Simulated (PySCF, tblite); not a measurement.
Isomers of [C3H4P]- (charge -1), one GFN2-xTB conformer each. Single-point energies are computed at PBE0/pcSseg-1 (PySCF, gas phase, no added dispersion term), electronic only.

| SMILES | GFN2-xTB relative energy (kcal/mol) |
| --- | --- |
| C#C[P-]C | 10.7 |
| CC#C[PH-] | 0.0 |
| C#CC[PH-] | 8.3 |

Conformers: `[CH:1]#[C:2][CH2:3][PH-:4]` (charge -1) with C2–C3–P4–H 59°.

What does PBE0/pcSseg-1 give for the same structures?

| SMILES | PBE0/pcSseg-1 E (Eh) | PBE0/pcSseg-1 (kcal/mol) | GFN2-xTB (kcal/mol) | point group |
| --- | --- | --- | --- | --- |
| CC#C[PH-] | -457.71716 | 0.0 | 0.0 | near Cs |
| C#C[P-]C | -457.71121 | 3.7 | 10.7 | Cs |
| C#CC[PH-] | -457.68637 | 19.3 | 8.3 | – |

Both levels put the same isomer lowest; measured from each level's own lowest isomer, the values differ by up to 11.0 kcal/mol (C#CC[PH-]: 8.3 against 19.3). Neighbours under 5.0 kcal/mol apart (CC#C[PH-] and C#C[P-]C) can change places with a better method, another conformer or zero-point energy.

What happens when harmonic zero-point energies from GFN2-xTB frequencies are added?

```tsv
SMILES	ZPE (kcal/mol)	electronic (kcal/mol)	with ZPE (kcal/mol)
CC#C[PH-]	32.8	0.0	0.0
C#C[P-]C	33.4	3.7	4.4
C#CC[PH-]	32.9	19.3	19.4
```

The zero-point energies span 0.6 kcal/mol. The order is unchanged.

As an exercise, what shares would exp(−E/RT) give at 1000 K from these electronic energies alone (no entropy, no degeneracies)?

RT = 1.987 kcal/mol: CC#C[PH-] 86.7 %, C#C[P-]C 13.3 %, C#CC[PH-] under 0.1 %.
